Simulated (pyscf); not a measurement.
Single points on ωB97X-D3(BJ)/def2-SVP structures (PySCF, gas phase).

Problem. H₃C–InH₂ + H₂S → H₃C–InH–SH + H₂
Surface: singlet. Broken: H–In, H–S. Formed: In–S, H–H. Give ΔE‡ and ΔE from ωB97M-D3(BJ)/def2-TZVP, relative to the separated reactants.

Solution. ΔE‡ = 9.6 kcal/mol, ΔE = -19.0 kcal/mol. Zero-point energy shifts the barrier by +1.0 kcal/mol. It is a four-centre exchange, with an imaginary mode of 1301i cm⁻¹. On the reactant side the descent ends in an adduct with a In–S contact, 12.6 kcal/mol under the separated species and 17.5 kcal/mol under the saddle at ωB97X-D3(BJ)/def2-TZVP. What is counted as formed (In–S) is already present as a longer contact in the reactant adduct; forming that adduct is a step of its own. At ωB97X-D3(BJ)/def2-TZVP the barrier from the zero used here is 5.0 kcal/mol. One saddle was located; it need not be the lowest between these sides. Elements past Kr carry the def2 core potentials, without spin-orbit coupling.
